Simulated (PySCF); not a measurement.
Gas-phase reaction: H₃SiOH + Si → H₂SiO + SiH₂

Computed with PySCF (xtb for GFN2) and rigid-rotor harmonic-oscillator thermochemistry at 1 bar. † marks an energy on the PBE0/def2-TZVP geometry and frequencies; other levels use their own. MP2 and CCSD(T) freeze the core. 6-31G* has spherical d functions here. Open shells (unrestricted): Si (multiplicity 3, electronic degeneracy 9); the rest are closed-shell singlets. GFN2 has no spin-polarisation term. Spin-orbit splitting is ignored; it lowers the true energy and changes the entropy of Si. B3LYP is the form with VWN-RPA correlation. H₃SiOH, H₂SiO: computed as isolated molecules; such fragments, hydroxides, amides, oligomers or adducts are transient or little studied in the gas. MP2 isn't extrapolated to the basis-set limit; its ΔH°(298 K) is 25.5 kJ in def2-SVP and 9.1 kJ in def2-TZVPP. CCSD(T) isn't extrapolated to the basis-set limit; its ΔH°(298 K) is 23.1 kJ in def2-SVP and 9.2 kJ in def2-TZVPP. The harmonic model lacks anharmonicity and excited electronic states, which grow with temperature; levels with a mode under 35 cm⁻¹ are left out. Internal rotation in H₃SiOH is treated as a harmonic vibration of one conformer, which makes the entropy rough. Warning, large T1 diagnostic: H₂SiO (CCSD(T)/def2-SVP†).

```json
[
 {"level": "B3LYP/6-31G*", "ΔE electronic, kJ": "11", "ΔH°(298 K), kJ": "-9", "ΔS°(298 K), J/K": "17", "ΔG°(600 K), kJ": "-19"},
 {"level": "B3LYP/def2-TZVP†", "ΔE electronic, kJ": "10", "ΔH°(298 K), kJ": "-10", "ΔS°(298 K), J/K": "16", "ΔG°(600 K), kJ": "-19"},
 {"level": "CCSD(T)/def2-SVP†", "ΔE electronic, kJ": "43", "ΔH°(298 K), kJ": "23", "ΔS°(298 K), J/K": "16", "ΔG°(600 K), kJ": "14"},
 {"level": "GFN2-xTB", "ΔE electronic, kJ": "-228", "ΔH°(298 K), kJ": "-244", "ΔS°(298 K), J/K": "16", "ΔG°(600 K), kJ": "-253"},
 {"level": "HF/6-31G*", "ΔE electronic, kJ": "126", "ΔH°(298 K), kJ": "106", "ΔS°(298 K), J/K": "16", "ΔG°(600 K), kJ": "97"},
 {"level": "MP2/def2-TZVPP†", "ΔE electronic, kJ": "29", "ΔH°(298 K), kJ": "9", "ΔS°(298 K), J/K": "16", "ΔG°(600 K), kJ": "0"},
 {"level": "PBE/def2-TZVP†", "ΔE electronic, kJ": "5", "ΔH°(298 K), kJ": "-15", "ΔS°(298 K), J/K": "16", "ΔG°(600 K), kJ": "-24"},
 {"level": "PBE0/def2-TZVP", "ΔE electronic, kJ": "34", "ΔH°(298 K), kJ": "14", "ΔS°(298 K), J/K": "16", "ΔG°(600 K), kJ": "5"},
 {"level": "r2SCAN/def2-TZVP†", "ΔE electronic, kJ": "28", "ΔH°(298 K), kJ": "8", "ΔS°(298 K), J/K": "16", "ΔG°(600 K), kJ": "-1"},
 {"level": "ωB97M-V/def2-TZVP†", "ΔE electronic, kJ": "10", "ΔH°(298 K), kJ": "-10", "ΔS°(298 K), J/K": "16", "ΔG°(600 K), kJ": "-20"}
]
```
ΔH° is lowest at GFN2-xTB and highest at HF/6-31G*. No reference value is set beside these.
